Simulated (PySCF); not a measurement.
Published values to compare with (the computed states carry no symmetry labels, so the two lists aren't matched line by line):

```json
{"state": "3B2(π→π*)", "E (eV)": "3.49", "f": "", "kind of transition": "vertical absorption", "source": "[1]"}
{"state": "1B2(π→π*)", "E (eV)": "4.01", "f": "", "kind of transition": "band maximum or as reported", "source": "[2]"}
{"state": "1B2(π→π*)", "E (eV)": "4.28", "f": "0.011", "kind of transition": "vertical absorption", "source": "[1]"}
{"state": "3A1(π→π*)", "E (eV)": "4.74", "f": "", "kind of transition": "vertical absorption", "source": "[1]"}
{"state": "1B1(π→3s)", "E (eV)": "5.12", "f": "", "kind of transition": "band maximum or as reported", "source": "[2]"}
{"state": "1B1(π→3s)", "E (eV)": "5.44", "f": "0.005", "kind of transition": "vertical absorption", "source": "[1]"}
{"state": "1A2(π→3p)", "E (eV)": "5.96", "f": "", "kind of transition": "vertical absorption", "source": "[1]"}
{"state": "1A1(π→π*)", "E (eV)": "6.02", "f": "", "kind of transition": "band maximum or as reported", "source": "[2]"}
```

[1] computed, theoretical best estimate (aug-cc-pVTZ, frozen core, CC3 geometry), gas; Veril, Scemama, Caffarel, Lipparini, Boggio-Pasqua, Jacquemin, Loos, WIREs Comput. Mol. Sci. 2021, 11, e1517 (QUESTDB)
[2] measured, solution, pentane; Loos, Lipparini, Boggio-Pasqua, Scemama, Jacquemin (2019), arXiv:1912.04173, literature columns

Methylenecyclopropene, C4H4.
Atom-mapped SMILES: `[CH2:1]=[C:2]1[CH:3]=[CH:4]1` (hydrogens: H5, H6 on C1; H7 on C3; H8 on C4)

The calculation used PySCF 2.14.0, density-fitted response routines, TDDFT B3LYP/def2-SVPD, vertical, gas phase, core orbitals frozen in the response. Geometry: GFN2-xTB; no solvent, vibrations or thermal averaging.

Computed singlets: 4.16 eV (f 0.012); 5.76 eV (f 0.001); 6.02 eV (f 0.000); 6.31 eV (f 0.032); 6.33 eV (f 0.000); 7.19 eV (f 0.493); 7.25 eV (f 0.001); 7.25 eV (f 0.006). Computed triplets (Tamm–Dancoff): 3.21, 4.83, 5.57 eV.

Question: How does the lowest computed singlet compare with the best estimate listed for the lowest singlet (vertical absorption)?

Answer: 4.16 eV against 4.28 eV for 1B2(π→π*) [1]: a difference of -0.12 eV. Geometry and basis of the two calculations needn't be the same.

Question: How does the lowest computed triplet compare with the best estimate listed for the lowest triplet (vertical absorption)?

Answer: 3.21 eV against 3.49 eV for 3B2(π→π*) [1]: a difference of -0.28 eV. Geometry and basis of the two calculations needn't be the same.

A measured band maximum holds vibronic effects and, in solution, solvent shifts, so it needn't equal the vertical energy.
